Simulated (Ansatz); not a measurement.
A made-up structure of SiH$_{3}$SO, doublet:

Si1  (-0.868, 0.027, -0.241)
O2  (0.538, -0.604, -0.292)
S3  (1.374, 0.257, 0.602)
H4  (-1.243, -0.771, -1.320)
H5  (-0.749, 1.612, -0.423)
H6  (0.948, -0.521, 1.673)
(Å)

It is relaxed with PBE-D4/def2-SVP and then PBE0-D4/def2-TZVP (Ansatz 0.2.0). Atoms count as bonded within 1.22 times the sum of their covalent radii (H–H: 0.88 Å). The end point is not checked to be a true minimum.

Question: Does its bonding change? (Judge from chemistry; the calculation decides.)

Answer: Computed: Yes. Formed: none; broken: Si1–S3.

Where it ends: The first stage lowers the energy by 2.35 eV in 9 steps. It ends as SiH₃SO ([SiH2][O][SH]):
```xyz
6
angstrom
Si -0.9864 0.0511 -0.3873
O 0.5558 -0.5728 -0.2154
S 1.5864 0.1887 0.8388
H -1.5406 -0.6502 -1.5787
H -0.9199 1.5267 -0.5931
H 1.3047 -0.5435 1.9357
```

Labels in which every atom is bracketed show which atoms are joined, not bond orders.

For scale, one of the runs: PBE0-D4/def2-TZVP relaxation, 123 basis functions, launched by `ansatz run in.yaml --threads 2 --pin off --events-out ev --progress --plain --max-ram 4352MiB`. The run took about 43 s on 2 CPU threads of an Intel Xeon Platinum 8259CL (shared host).
